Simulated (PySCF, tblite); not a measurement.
Isomers of C4H7ClO. Computed values, GFN2-xTB/tblite, gas phase, harmonic and unscaled. This tight-binding method is rough: wavenumbers can miss measured ones by several per cent, in bad cases by 10 to 20. One conformer each.

Electronic energies: PBE0/pcSseg-1 single points on the GFN2-xTB geometries (PySCF, gas phase).

| SMILES | electronic energy, lowest = 0 (kcal/mol) |
| --- | --- |
| CC(C)C(=O)Cl | 0.0 |
| CCCC(=O)Cl | 0.2 |
| CO/C=C\CCl | 33.2 |
| C=C[C@H](Cl)CO | 28.1 |

Q: How do GFN2-xTB zero-point energies change the relative energies?

A: 
| SMILES | ZPE (kcal/mol) | of it from modes above 1550 cm⁻¹ | electronic (kcal/mol) | with ZPE, lowest = 0 (kcal/mol) | lowest mode (cm⁻¹) | rings |
| --- | --- | --- | --- | --- | --- | --- |
| CC(C)C(=O)Cl | 64.3 | 33.0 | 0.0 | 0.0 | 44 | 0 |
| CCCC(=O)Cl | 64.4 | 32.8 | 0.2 | 0.2 | 51 | 0 |
| C=C[C@H](Cl)CO | 63.4 | 33.3 | 28.1 | 27.2 | 72 | 0 |
| CO/C=C\CCl | 63.4 | 32.5 | 33.2 | 32.3 | 39 | 0 |

The zero-point energies span 1.0 kcal/mol, from `CO/C=C\CCl` to `CCCC(=O)Cl`. The order is unchanged.

Q: And how do the electronic energies of GFN2-xTB itself compare?

A: `CC(C)C(=O)Cl` 0.0; `CCCC(=O)Cl` 0.8; `C=C[C@H](Cl)CO` 27.7; `CO/C=C\CCl` 24.7 kcal/mol, lowest = 0. Against the energies above, taken from the same isomer `CC(C)C(=O)Cl`, the largest difference is 8.5 kcal/mol.

Q: What do entropy and thermal enthalpy add at 298.15 K and 1 bar (rigid rotor, harmonic oscillator, one conformer each)?

A: 
```tsv
SMILES	point group	symmetry number	S (cal/(mol K))	H − H(0) (kcal/mol)	ZPE + H − H(0) − TS (kcal/mol)
CC(C)C(=O)Cl	C1	1	85.2	5.23	44.1
CCCC(=O)Cl	Cs	1	86.2	5.21	43.9
C=C[C@H](Cl)CO	C1	1	84.4	5.13	43.4
CO/C=C\CCl	C1	1	88.4	5.34	42.3
```
